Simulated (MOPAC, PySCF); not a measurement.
CH4O, SMILES `CO`, neutral singlet in the gas phase. 

Z-matrix (Å, degrees):
```
C
H 1 1.0904
H 1 1.0971 2 108.08
H 1 1.0971 2 108.08 3 -117.41
O 1 1.4090 2 107.04 4 -121.29
H 5 0.9591 1 108.52 2 180.00
```
Charge 0, multiplicity 1.

All levels are single points at this geometry (PBE0-D3(BJ)/def2-TZVP); Pople sets use spherical d functions. Orbital energies aren't observables, and empty levels follow the basis.

HF/STO-3G in PySCF gives gap (eV) = 25.72.

### Question
Estimate the gap (eV) from each of these levels: PBE0-D3(BJ)/def2-TZVP in PySCF; ωB97X-D3(BJ)/def2-TZVP in PySCF; B3LYP/3-21G in PySCF; BP86/6-31G* in PySCF; M06-2X/6-31G* in PySCF; PBE/6-31G* in PySCF; AM1 in MOPAC; PM6 in MOPAC.

### Answer

| level | gap (eV) |
|---|---|
| PBE0-D3(BJ)/def2-TZVP in PySCF | 8.99 |
| ωB97X-D3(BJ)/def2-TZVP in PySCF | 13.49 |
| B3LYP/3-21G in PySCF | 9.52 |
| BP86/6-31G* in PySCF | 7.31 |
| M06-2X/6-31G* in PySCF | 12.71 |
| PBE/6-31G* in PySCF | 7.13 |
| AM1 in MOPAC | 14.90 |
| PM6 in MOPAC | 13.34 |
